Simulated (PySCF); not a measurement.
Dipole moment and polarisability across levels of theory

Species: hexatriene, C6H8.
SMILES: `C=C/C=C/C=C`

PySCF, dipoles from the SCF density, polarisabilities from static response with core orbitals frozen. One conformer (not necessarily the lowest) at the PBE0-D3(BJ)/def2-SVP geometry, without solvent, vibrations or thermal averaging.

Problem. How do dipole and polarisability depend on functional and basis here?

Solution. 

```
              level  α (au)  anisotropy (au)
      LDA/def2-SVPD   97.25           117.53
      PBE/def2-SVPD   96.40           117.62
    B3LYP/def2-SVPD   94.85           115.09
     PBE0/def2-SVPD   93.66           113.09
BHandHLYP/def2-SVPD   92.61           111.88
       HF/def2-SVPD   92.21           112.27
       PBE0/6-31+G*   91.35           118.13
   PBE0/aug-cc-pVDZ   96.54           115.22
    PBE0/def2-TZVPD   96.08           114.62
```

The anisotropy is √(½[(α1 − α2)² + (α2 − α3)² + (α3 − α1)²]). No reference polarisability is at hand; against PBE0 in the largest diffuse basis at hand (def2-TZVPD) the other PBE0 rows deviate by 6-31+G* -5%, def2-SVPD -3%, aug-cc-pVDZ 0%. The dipole stays under 0.05 D at every level. In one basis (def2-SVPD) the functionals order the polarisability from HF (lowest) to LDA (highest), a spread of 5%.
